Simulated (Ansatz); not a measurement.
# Worked example: H₃Ge–BH, quartet against H3Ge–BH, doublet

Geometry (PBE0/def2-TZVP stationary point of a doublet), kept for both states (H3Ge–BH, doublet: A'; H3Ge–BH, quartet: A''):

```xyz
6

Ge    0.0000    0.0147    0.2659
B     0.0000   -0.1536   -1.7625
H     0.0000    1.4503    0.8330
H     1.2427   -0.7130    0.8099
H    -1.2427   -0.7130    0.8099
H     0.0000    0.5661   -2.7120
```

Basis cc-pVDZ; Ansatz 0.2.0. Correlated methods freeze the noble-gas cores and the filled d shells of p-block atoms. R marks a restricted (for open shells ROHF) determinant, U an unrestricted one. No spin–orbit coupling is included, and no scalar relativity.

Full CI isn't at hand for all of this; UCCSDT(Q) serves as the reference, and is uncertain by the last step of the cluster series or more.

```csv
level,"E(H3Ge–BH, doublet) (hartree)","E(H3Ge–BH, quartet) (hartree)"
UHF,-2102.250273,-2102.121848
UMP2,-2102.409820,-2102.270488
UCCSD(T),-2102.455720,-2102.317192
PBE,-2103.730097,-2103.599278
PBE0,-2103.801076,-2103.665424
UCCSDT(Q),-2102.456934,-2102.318693
```

Q: Give the vertical gap, H3Ge–BH quartet less H3Ge–BH doublet, at each level in eV (1 hartree = 27.2114 eV), and each error against UCCSDT(Q).

A: UCCSDT(Q): (-2102.318693 − (-2102.456934)) × 27.2114 = 3.762 eV (the reference)
PBE0: (-2103.665424 − (-2103.801076)) × 27.2114 = 3.691 eV, error -0.071 eV
PBE: (-2103.599278 − (-2103.730097)) × 27.2114 = 3.560 eV, error -0.202 eV
UCCSD(T): (-2102.317192 − (-2102.455720)) × 27.2114 = 3.770 eV, error 0.008 eV
UMP2: (-2102.270488 − (-2102.409820)) × 27.2114 = 3.791 eV, error 0.029 eV
UHF: (-2102.121848 − (-2102.250273)) × 27.2114 = 3.495 eV, error -0.267 eV

Total energies of functionals can't be set beside those of wave-function methods, since they hold the core's correlation and their own absolute errors; only the differences compare.

In so small a basis the reference is far from its limit while semilocal and hybrid functionals are nearer theirs, so the functionals' errors here hold much of the reference's basis and frozen-core error, which can add to them or hide them.

Each level lands on the state that its own search finds. T1 diagnostics of restricted CCSD: 0.017 and 0.031.
